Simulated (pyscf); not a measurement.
Optimised with ωB97X-D3(BJ)/def2-SVP in PySCF.

Q: Estimate by transition-state theory the rate constant of H₃C–GaH₂ + HO–SiH₃ → H₃C–GaH–O–SiH₃ + H₂ (singlet surface; Ga–H, H–O broken, Ga–O, H–H formed) at 1200 K, with ωB97M-D3(BJ)/def2-TZVP energies (ideal gas, 1 atm, RRHO with modes under 100 cm⁻¹ raised to 100, one conformer, R ln 2 for rigid chiral ones; no tunnelling).

A: The electronic barrier is 7.3 kcal/mol and the thermal terms add +45.3, so ΔG‡ = 52.6 kcal/mol. With k_BT/h = 2.50e+13 s⁻¹ and RT = 2.385 kcal/mol, and a volume of 1.64e-19 cm³ per molecule at 1 atm, k = 1.1e-15 cm³ molecule⁻¹ s⁻¹. Wigner's tunnelling factor for 1331i cm⁻¹ would be 1.11. A shift of 1 kcal/mol in the barrier changes k by a factor 1.5. On the reactant side the descent ends in an adduct with a Ga–O contact, 15.0 kcal/mol under the separated species and 19.8 kcal/mol under the saddle at ωB97X-D3(BJ)/def2-TZVP. What is counted as formed (Ga–O) is already present as a longer contact in the reactant adduct; forming that adduct is a step of its own. At the saddle there is also a short Ga–H contact that neither side keeps. At ωB97X-D3(BJ) the barrier from the zero used here is 4.9 kcal/mol. One saddle was located; it need not be the lowest between these sides. Elements up to Kr have no core potential and no relativistic terms here.
